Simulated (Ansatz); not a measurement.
## Ansatz (development build ahead of 0.2.0) run

```yaml
crystal:
  periodic: [false, false, false]
  atoms:
    - { symbol: C, position_ang: [0.0, 0.0, 0.0] }
    - { symbol: S, position_ang: [0.0, 0.0, 1.495] }
basis:
  gaussian: { orbitals: def2-SVP }
total_charge: 1
magnetization:
  initial_magnetization: 1
hamiltonian:
  xc: hf
correlation:
  method: mp2
  frozen_orbitals: { C: 1, S: 5 }
scf:
  omitted_lower_state_checks: [stability, starts, atomic_configurations, cluster_reference, orbital_swaps, given_window_search, neighbouring_geometries, increment]
```

The input is written out in the form of the current development build from the run's settings. Correlation on restricted open-shell orbitals is semicanonical, with singles.

Output:

```json
{
  "Converged": "yes",
  "Reference energy": "-434.77127 hartree",
  "Correlation energy": "-0.23346 hartree",
  "Total energy": "-435.00473 hartree",
  "Spin squared of the determinant": "0.750",
  "Occupied orbitals by symmetry in an Abelian subgroup (alpha; beta)": "7 A1 2 B1 2 B2; 6 A1 2 B1 2 B2"
}
```

Messages of the program:
```
mean field -11830.72882912 eV, -434.7712653141 hartree, gradient 1.5e-6 eV, S^2 0.750000; 0 other ends of a descent, 0 dependent functions left out
```

Caution: an unrestricted determinant lies well below.
